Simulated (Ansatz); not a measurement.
**CH₄AlN: one species, many methods**

The task here is to estimate one member of a computed series from the others.

Program: Ansatz 0.2.0, Gaussian basis. Level of theory: functionals in def2-TZVPP, the program's frozen cores in correlated methods. These are calculated values, not measurements.

Levels to be run: LDA (SPW92), PBE-D4, revPBE-D4, BLYP-D4, r2SCAN-D4, B97M-V, PBE0-D4, B3LYP-D4, r2SCANh-D4, r2SCAN0-D4, HSE06-D4, BHLYP-D4, CAM-B3LYP-D4, LC-ωPBE, ωB97X-V, ωB97M-V, B2PLYP, PBE-QIDH; CCSD(T)/def2-SVP; CCSD(T)/def2-TZVPP; MP2/def2-QZVPP; extrapolation to the limit; RPA on PBE.

### The geometry

An earlier PBE0-D4 in a triple-zeta def2 set relaxation fixed the geometry.

SMILES `[CH2]1[NH][AlH]1`, 7 atoms, charge 0, spin multiplicity 1.

Atoms are counted from 1 here; the program's logs count them from 0.

Bond lengths: C1–N2 1.507 Å, C1–Al3 1.919 Å, C1–H4 1.093 Å, C1–H5 1.093 Å, N2–Al3 1.720 Å, N2–H6 1.005 Å, Al3–H7 1.571 Å. Angles: N2–C1–Al3 58.8°, N2–C1–H4 115.4°, N2–C1–H5 115.4°, Al3–C1–H4 122.8°, Al3–C1–H5 122.8°, H4–C1–H5 110.7°, C1–N2–Al3 72.6°, C1–N2–H6 121.0°, Al3–N2–H6 166.4°, C1–Al3–N2 48.6°, C1–Al3–H7 166.1°, N2–Al3–H7 145.3°.

Set-up of the first run:

in.yaml reads:

```yaml
crystal:
  periodic: [false, false, false]
  atoms:
    - {symbol: C, position_ang: [-0.578581, -0.027232, -0.616287]}
    - {symbol: N, position_ang: [-0.125177, 0.516630, 0.714124]}
    - {symbol: Al, position_ang: [1.090303, -0.566768, 0.161325]}
    - {symbol: H, position_ang: [-1.474461, -0.652187, -0.586333]}
    - {symbol: H, position_ang: [-0.645067, 0.705651, -1.424082]}
    - {symbol: H, position_ang: [-0.688567, 1.174837, 1.222789]}
    - {symbol: H, position_ang: [2.482850, -1.218931, 0.482765]}
basis:
  gaussian: {orbitals: def2-TZVPP}
hamiltonian: {xc: lda}
output: {orbitals: {seedname: orbitals}}
```

On the command line:

```bash
$ ansatz run in.yaml --threads 2 --pin off --events-out ev --progress --plain --max-ram 4352MiB
```

Among the steps run: LDA; PBE-D4 (GGA); revPBE-D4 (GGA); BLYP-D4 (GGA); r2SCAN-D4 (meta-GGA); B97M-V (meta-GGA); B3LYP-D4 (hybrid); r2SCANh-D4 (hybrid); r2SCAN0-D4 (hybrid); HSE06-D4 (hybrid); BHLYP-D4 (hybrid); CAM-B3LYP-D4 (range-separated); LC-ωPBE (range-separated); ωB97X-V (range-separated); ωB97M-V (range-separated); B2PLYP (double hybrid); PBE-QIDH (double hybrid).

One table of the session follows, with a row left open; its other results are not shown here.

It belongs to the step «Frontier levels by functional». 

```
  functional  HOMO (eV)  gap (eV)
 LDA (SPW92)      -5.32      3.64
      PBE-D4      -5.18      3.70
   revPBE-D4      -5.13      3.74
     BLYP-D4      -5.06      3.68
   r2SCAN-D4      -5.37      4.25
      B97M-V          ?         ?
     PBE0-D4      -6.43      5.70
    B3LYP-D4      -6.21      5.26
  r2SCANh-D4      -5.85      4.97
  r2SCAN0-D4      -6.57      6.06
    HSE06-D4      -6.02      4.93
    BHLYP-D4      -7.61      7.60
CAM-B3LYP-D4      -7.80      7.97
     LC-ωPBE      -9.18     10.42
     ωB97X-V      -8.82      9.95
     ωB97M-V      -8.74      9.58
```

Q: Estimate the row for B97M-V from the others.

As computed: HOMO (eV): -5.43; gap (eV): 4.10. In the column «HOMO (eV)» it lies between r2SCANh-D4 (-5.85) and r2SCAN-D4 (-5.37).
